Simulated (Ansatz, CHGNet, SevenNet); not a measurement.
# How well does each level of theory give the elastic constant C11 of rock-salt SnTe (cubic form, which distorts at low temperature)?

Reference value: 109 GPa (measured, temperature not stated, no zero-point or thermal correction; as tabulated in Oses et al. (2018), arXiv:1811.08464).

| level (code) | value (GPa) | cell (Å³/atom) |
|---|---|---|
| CHGNet 0.3.0 (CHGNet) | ? | 33.01 |
| SevenNet-0 (SevenNet) | 116 | 32.91 |
| SevenNet-l3i5 (SevenNet) | 107 | 32.96 |
| LDA (Ansatz) | 147 | 30.30 |
| PBE (Ansatz) | 115 | 32.93 |
| PBEsol (Ansatz) | 138 | 31.08 |
| r²SCAN (Ansatz) | ? | 32.33 |

Problem. Fill in the missing entries.

Solution. 
- CHGNet 0.3.0 (CHGNet), value (GPa): 31.5
- r²SCAN (Ansatz, an electronic-structure program), value (GPa): 126

Differences against the reference: CHGNet 0.3.0 -71 %, SevenNet-0 +6.4 %, SevenNet-l3i5 -1.8 %, LDA +35 %, PBE +5.5 %, PBEsol +27 %, r²SCAN +15.6 %.

The reference's temperature isn't stated, so close values are not ranked against it. Off by more than 25 % (a bound picked here): CHGNet 0.3.0 (-71 %), LDA (+35 %), PBEsol (+27 %).

The reference has no zero-point or thermal correction, while the calculations are for a static lattice, so the differences are not the levels' errors alone. A static lattice is as a rule stiffer than a warm one, by over a tenth in soft solids.  LDA, PBE, PBEsol, r²SCAN: symmetry holds this phase in the static calculation, where it need not be a minimum. PBE: the solid has no gap at this level, which affects its response. Each level is taken at its own relaxed cell. Cutoffs differ between the levels. Ansatz's density-functional and Hartree–Fock values are scalar-relativistic unless marked +SOC, with PAW data made under PBE.

Machine-learned potentials (CHGNet 0.3.0, SevenNet-0, SevenNet-l3i5) are trained on DFT data, which may include these solids.

Differences are worked out from the printed values.
